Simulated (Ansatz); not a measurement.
Energy needed to pull apart CH4AlB (SMILES B=[CH][AlH2]), closed shell, into free ground-state atoms, from the structure below (displaced at random from a GFN2-xTB minimum); no zero-point or spin–orbit terms; open-shell atoms are treated unrestricted, in their ground-state multiplicity.

```
7
angstrom
B -0.5989 -1.0901 -1.4007
C -0.7867 -0.0393 -0.2651
Al 0.6473 0.5396 0.8823
H -0.1932 -1.6468 -2.0625
H -1.6843 0.5228 0.0531
H 0.3999 1.6264 1.9851
H 2.2402 0.0778 0.8088
```

Program: Ansatz 0.2.0. Basis: def2-TZVPP. Cores are frozen in the correlated methods.

```json
{"method": "PBE-D4", "atomization energy (eV)": "22.21"}
{"method": "BLYP-D4", "atomization energy (eV)": "21.99"}
{"method": "r2SCAN-D4", "atomization energy (eV)": "22.15"}
{"method": "PBE0-D4", "atomization energy (eV)": "?"}
{"method": "CAM-B3LYP-D4", "atomization energy (eV)": "21.99"}
{"method": "wB97M-V", "atomization energy (eV)": "22.02"}
{"method": "HF", "atomization energy (eV)": "16.34"}
{"method": "MP2", "atomization energy (eV)": "21.65"}
{"method": "CCSD", "atomization energy (eV)": "?"}
{"method": "CCSD(T)", "atomization energy (eV)": "21.38"}
```

**Question.** What does PBE0-D4 give? (To be estimated.)

**Answer.** The calculation gives: 21.86 eV, which is about 0.49 eV more than CCSD(T)/def2-TZVPP.

**Question.** What does CCSD give? (To be estimated.)

**Answer.** By the calculation: 21.01 eV, which is about 0.37 eV less than CCSD(T)/def2-TZVPP.

In triple zeta the MP2 and coupled-cluster atomization energies are still short of their basis limit by a few kcal/mol a bond, whereas those of the functionals are nearly converged, so these differences are not deviations from converged CCSD(T).

T1 diagnostic: at most 0.020. The restricted Hartree–Fock reference is unstable towards an unrestricted one here.

For scale, one of the runs: CCSD(T)/def2-TZVPP forces, 160 basis functions (an equivalent command: `ansatz run in.yaml --threads 4`). Hardware: 4 CPU threads, shared host. Wall time 39 s; peak host memory 2.2 GiB.
